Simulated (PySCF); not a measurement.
PySCF input:

```python
from pyscf import gto, scf, mp, cc as ccmod

mol = gto.M(
    atom='''
    C    -0.00000000    0.00000000   -0.00000000
    Cl    1.03270813    1.04102812    1.00808710
    Cl   -1.00558480   -1.02967179    1.04644180
    Cl   -1.04891159    1.01361708   -1.01923016
    Cl    1.02178826   -1.02497341   -1.03529874
    ''',
    basis='cc-pvdz',
    charge=0,
    spin=0,
    verbose=4,
)

mf = scf.RHF(mol)
mf.conv_tol = 1e-10
mf.max_cycle = 100
mf.kernel()
mp2 = mp.MP2(mf, frozen=21).run()
cc = ccmod.CCSD(mf, frozen=21)
cc.max_cycle = 100
cc.kernel()
et = cc.ccsd_t()
print(f'E(CCSD(T)) = {cc.e_tot + et:.9f}')
```

Question: Predict the final energy.

Answer: -1876.58650 Eh (CCSD(T)/cc-pVDZ).
